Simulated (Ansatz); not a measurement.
Basis-set extrapolation for C4H10O2 (`CC(O)CCO`) (PBE0-D4/def2-TZVP geometry, frozen core, Ansatz 0.2.0). Multiplicity 1, RHF reference.

```tsv
	def2-TZVPP	def2-QZVPP
HF	-307.136211	-307.150811
MP2 correlation	-1.180558	-1.264031
CCSD(T) correlation	-1.274112	not run
```

Energies in hartree. Use E(X) = E(∞) + A·exp(−7.88·√X) for Hartree–Fock and E(X) = E(∞) + B·X^(−2.97) for correlation, with X = 3 and 4, and add CCSD(T) minus MP2 of the smaller set to the MP2 limit.

Problem. What is the CCSD(T) energy at the basis-set limit?

Solution. HF limit: -307.150811 + (-0.014600) × 0.13774 = -307.15282. MP2 limit: -1.264031 + (-0.083473) × 0.74074 = -1.32586. Higher-order term: -1.274112 − (-1.180558) = -0.09355. Total: -308.57223 hartree, 101.6 kcal/mol below CCSD(T)/def2-TZVPP.
